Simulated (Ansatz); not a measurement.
# C2S4: the cost of one run

Method: the levels named in each step, in Ansatz 0.2.0.

## 1. The starting structure

Bond lengths: S1–C2 1.553 Å, C2–S3 1.547 Å, S4–C5 1.553 Å, C5–S6 1.547 Å. Angles: S1–C2–S3 179.7°, S4–C5–S6 179.7°.

Coordinates:

```xyz
6

S     2.1952    0.5153    0.5740
C     1.1318   -0.3828    1.2627
S     0.0661   -1.2711    1.9478
S    -0.5482   -0.7684   -2.1267
C    -1.1316    0.3828   -1.2629
S    -1.7131    1.5242   -0.3951
```

## 2. A rough first relaxation, PBE-D4/def2-SVP

Contents of input.yaml:

```yaml
crystal:
  periodic: [false, false, false]
  atoms:
    - { symbol: S, position_ang: [2.19519, 0.51526, 0.57405] }
    - { symbol: C, position_ang: [1.1318, -0.3828, 1.26273] }
    - { symbol: S, position_ang: [0.06608, -1.27105, 1.94781] }
    - { symbol: S, position_ang: [-0.54819, -0.76839, -2.12672] }
    - { symbol: C, position_ang: [-1.13157, 0.38276, -1.26294] }
    - { symbol: S, position_ang: [-1.71308, 1.52418, -0.39513] }
basis:
  gaussian: { orbitals: def2-SVP }
hamiltonian:
  xc: pbe
  dispersion: d4
relax:
  f_tol: 0.03
  max_steps: 200
```

Run with:

```sh
$ ansatz run input.yaml --threads 4 --pin off --max-ram 10240MiB --backend cpu --events-out ev --progress --plain --runs-dir out
```

Q: Estimate wall time and peak memory on 4 threads of Arm Neoverse V1, shared host.

About 4.9 s, with a peak of 0.15 GiB.
